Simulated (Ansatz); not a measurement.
Program: Ansatz. Geometries: PBE0-D4/def2-TZVP. ΔE: electronic, gas phase. CCSD(T)/CBS adds triple-zeta CCSD(T) − MP2 to the extrapolated MP2 energy (def2 sets, frozen cores). This one scheme is used for every species, atoms too. Functionals use def2-TZVPP. B3LYP here is the variant with VWN-RPA as its local correlation; programs differ in this. Open shells (•) are unrestricted, without spin–orbit coupling. Spin–orbit coupling would lower the free atoms: a little for C, F.

Consider the atomization: `CC1=C(F)C1C` → 5 C• + F• + 7 H•.

`CC1=C(F)C1C`:

Z-matrix (Å, degrees):
```
C
C 1 1.467
H 1 1.091 2 111.3
H 1 1.094 2 110.6 3 -120.7
H 1 1.094 2 110.7 3 120.7
C 2 1.282 1 156.3 3 1.0
C 2 1.551 1 142.6 3 -178.8
F 6 1.316 2 148.1 1 -0.6
C 7 1.510 2 121.2 1 71.2
H 7 1.096 2 116.9 1 -74.3
H 9 1.094 7 111.2 2 152.4
H 9 1.093 7 110.8 2 32.3
H 9 1.094 7 111.1 2 -88.1
```

Task: What is ΔE at CCSD(T)/CBS? (An estimate is asked.)

Result: The calculation gave: +5351.9 kJ/mol.

Task: What do these levels give: ωB97X-V, B3LYP, CCSD/def2-TZVPP, CCSD(T)/def2-TZVPP, HF/def2-QZVPP, HF/CBS(def2)? (Estimate.)

Result: Ansatz gave: ωB97X-V 5374.8, B3LYP 5332.2, CCSD/def2-TZVPP 5140.9, CCSD(T)/def2-TZVPP 5228.5, HF/def2-QZVPP 3921.3, HF/CBS(def2) 3922.1 kJ/mol.

Largest T1 diagnostic among the species: 0.011.

The D4 term adds +36.3 kJ/mol with B3LYP and +19.3 kJ/mol with PBE0; it sums over pairs of atoms, weighted by their polarisabilities, and B3LYP, whose exchange is more repulsive, gets the larger term. From PBE to PBE0 (25 % exact exchange), in def2-TZVPP and without D4, ΔE moves by −107.6 kJ/mol: exact exchange takes away binding that semilocal exchange gives to molecules. In def2-TZVPP, CCSD(T) changes the Hartree–Fock value by +1312.1 kJ/mol (the triples alone add +87.6 kJ/mol) and MP2 by +1430.3 kJ/mol; breaking electron pairs costs correlation energy, which Hartree–Fock lacks.

For atomizations the MP2-based limit and the directly extrapolated one differ by several kJ/mol either way, and by 10 to 25 for some Ge, Se and Sn compounds, so smaller differences from it don't rank the levels.
